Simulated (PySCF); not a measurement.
Species: C2H2Cl4.
InChI=1S/C2H2Cl4/c3-1(4)2(5)6/h1-2H

The calculation used EOM-IP-CCSD/aug-cc-pVDZ in PySCF, restricted Hartree–Fock reference, 22 core orbitals frozen, non-relativistic, gas phase, PBE0-D3(BJ)/def2-SVP geometry.

Hartree–Fock orbital energies give these Koopmans values (eV): HOMO 11.95, HOMO-1 12.38, HOMO-2 12.78, HOMO-3 12.85, HOMO-4 13.26, HOMO-5 13.30, HOMO-6 13.40, HOMO-7 13.45.

Q: What vertical ionisation energies does EOM-IP-CCSD give?

A: 
```csv
leading hole (HF orbital),Koopmans (eV),EOM-IP-CCSD (eV),change (eV),one-hole share
HOMO,11.95,10.93,-1.02,0.95
HOMO-1,12.38,11.33,-1.05,0.96
HOMO-2,12.78,11.74,-1.04,0.95
HOMO-3,12.85,11.83,-1.02,0.95
HOMO-4,13.26,12.20,-1.06,0.95
HOMO-5,13.30,12.23,-1.07,0.95
HOMO-6,13.40,12.28,-1.12,0.95
HOMO-7,13.45,12.44,-1.01,0.95
```

Q: Does the order of the lines follow the orbital energies?

A: Yes, no two lines change places. The corrections run from -1.12 to -1.01 eV, with a mean of -1.05 eV over the 8 lines; no line lies above its Koopmans value.

Q: At what kinetic energies would He II light (40.81 eV) eject these electrons?

A: 29.88 eV (HOMO), 29.48 eV (HOMO-1), 29.07 eV (HOMO-2), 28.98 eV (HOMO-3), 28.61 eV (HOMO-4), 28.58 eV (HOMO-5), 28.53 eV (HOMO-6), 28.37 eV (HOMO-7).

Q: What total energy has the lowest final state, and which wavelength reaches it?

A: E(CCSD) + ionisation energy = -1915.85059 + 0.40150 = -1915.44909 Eh, at the geometry of the initial state. The threshold wavelength is 1239.84 eV nm/10.93 eV = 113.4 nm.

Lines less than 0.15 eV apart could change places at a higher level. One root was sought for each valence orbital with −ε under 21 eV, eight at most, so deeper holes and satellites are missing; no vibrational structure.

The run took 5.3 min of wall time on one thread, x86-64 server, on a shared host.

The values belong to the conformer `[Cl:1][CH:2]([Cl:3])[CH:4]([Cl:5])[Cl:6]`: Cl1–C2–C4–Cl5 180°.
